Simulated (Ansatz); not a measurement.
# Structure relaxation of Nb

Level of theory: Ansatz 0.2.0, DFT PBEsol, scalar-relativistic, plane waves, PAW. Cutoff 420 eV, Γ-centred k mesh, Gaussian smearing, no spin polarisation in the final step.

Nb was placed on the lonsdaleite structure type (P6_3/mmc, No. 194), at a guessed volume.

```
CELL_PARAMETERS angstrom
3.73240 0.00000 0.00000
-1.86620 3.23235 0.00000
0.00000 0.00000 6.15846
ATOMIC_POSITIONS crystal
Nb 0.33333 0.66667 0.43750
Nb 0.66667 0.33333 0.93750
Nb 0.66667 0.33333 0.56250
Nb 0.33333 0.66667 0.06250
```

Cell and atoms relax at zero pressure; the relaxation can't lower the symmetry of the start. After a coarse first stage the cell is made exact in the group found at 0.06 Å.

Energies count from the standard state of Nb at the same level.

What does it relax into?

It keeps P6_3/mmc (No. 194), but not the shape of the type it started on. Conventional cell: a = 2.838 Å, c = 10.529 Å. Nb has 7 Nb at 2.72–2.84 Å and 3 Nb at 3.03 Å.

```
Nb
1.0
     2.83794    0.00000    0.00000
    -1.41897    2.45773    0.00000
     0.00000    0.00000   10.52854
Nb
4
Direct
  0.33333 0.66667 0.37911
  0.66667 0.33333 0.87911
  0.66667 0.33333 0.62089
  0.33333 0.66667 0.12089
```

What are its volume, energy, density and gap?

The volume per atom is 18.36 Å³, the density is 8.40 g/cm³ and the energy over the standard structure is 0.50 eV/atom. The gap on the 18×18×6 mesh is 0 eV (a metal).

The final run used a 18×18×6 mesh on its 4-atom cell and 0.10 eV smearing. The k mesh leaves about 4 meV/atom of noise in metals. A structure relaxed within its symmetry needn't be a true minimum. The steps took roughly 8 core-minutes in all.